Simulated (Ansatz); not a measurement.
Li3H4. The state is a doublet with charge 0. Geometry r2SCAN-D4/def2-TZVP; atoms count from 1.

```xyz
7

Li   -1.366    0.667    0.213
Li    1.450    0.155    0.476
Li   -0.143   -1.415   -1.224
H     1.416   -1.124   -0.607
H    -1.586   -0.584   -0.881
H     0.203    1.457    0.660
H     0.026    0.843    1.364
```

In the doublet, H6 and H7 lie 0.95 Å apart (atoms count from 1), so these atoms are partly bonded to each other. Another isomer (doublet) lies 0.41 eV lower at PBE0-D4/def2-TZVP; other spin states weren't run for this one.

(1) Estimate the Mulliken populations from the PBE0/def2-TZVP orbitals of Ansatz.

(2) Where does the spin sit?

## Answers

(1) 
```json
{"atom": "Li1", "charge (e)": "0.46", "spin (α − β)": "0.22"}
{"atom": "Li2", "charge (e)": "0.46", "spin (α − β)": "0.22"}
{"atom": "Li3", "charge (e)": "0.56", "spin (α − β)": "0.00"}
{"atom": "H4", "charge (e)": "-0.52", "spin (α − β)": "-0.02"}
{"atom": "H5", "charge (e)": "-0.52", "spin (α − β)": "-0.02"}
{"atom": "H6", "charge (e)": "-0.23", "spin (α − β)": "0.30"}
{"atom": "H7", "charge (e)": "-0.22", "spin (α − β)": "0.30"}
```
Mulliken values depend strongly on the basis.

(2) Summed by element: Li 0.43, H 0.57, of 1 unpaired in all. Largest on single atoms: H7 0.30, H6 0.30, Li1 0.22.
